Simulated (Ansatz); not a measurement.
# Cl2H2Si: the cost of one run

Program: Ansatz 0.2.0. Level of theory: the levels named in each step. These are calculated values, not measurements.

## Step 1: Starting point

Bond lengths: Cl1–Si2 2.009 Å, Si2–Cl3 2.009 Å, Si2–H4 1.455 Å, Si2–H5 1.455 Å. Angles: Cl1–Si2–Cl3 109.6°, Cl1–Si2–H4 108.7°, Cl1–Si2–H5 108.7°, Cl3–Si2–H4 108.7°, Cl3–Si2–H5 108.7°, H4–Si2–H5 112.5°.

Structure file:

```xyz
5

Cl   -1.6340    0.3967   -0.0115
Si   -0.0173   -0.7958    0.0367
Cl    1.6497    0.3249   -0.0218
H    -0.0298   -1.5476    1.2821
H    -0.0399   -1.6589   -1.1342
```

## Step 2: A rough first relaxation, PBE-D4/def2-SVP

This run stands in another session on the same molecule. It ended at:

```xyz
5

Cl   -1.6892    0.4233   -0.0125
Si   -0.0173   -0.7967    0.0368
Cl    1.7060    0.3490   -0.0231
H    -0.0303   -1.5710    1.3164
H    -0.0405   -1.6853   -1.1661
```

## Step 3: Relaxation, HF/STO-3G

input.yaml reads:

```yaml
crystal:
  periodic: [false, false, false]
  atoms:
    - { symbol: Cl, position_ang: [-1.68924069, 0.42330246, -0.01251192] }
    - { symbol: Si, position_ang: [-0.01732345, -0.7966732, 0.03675894] }
    - { symbol: Cl, position_ang: [1.70602554, 0.34899598, -0.02312871] }
    - { symbol: H, position_ang: [-0.03026835, -1.57098454, 1.3163627] }
    - { symbol: H, position_ang: [-0.04053305, -1.6853107, -1.16611101] }
basis:
  gaussian: { orbitals: STO-3G }
hamiltonian:
  xc: hf
relax:
  f_tol: 0.002
  max_steps: 150
```

The run is started by

```bash
> ansatz run input.yaml --threads 2 --pin off --max-ram 5120MiB --backend cpu --events-out ev --progress --plain --runs-dir out
```

What time and memory should one allow on 2 threads of Arm Neoverse V1, shared host?

About 1.2 s, with a peak of 0.086 GiB.
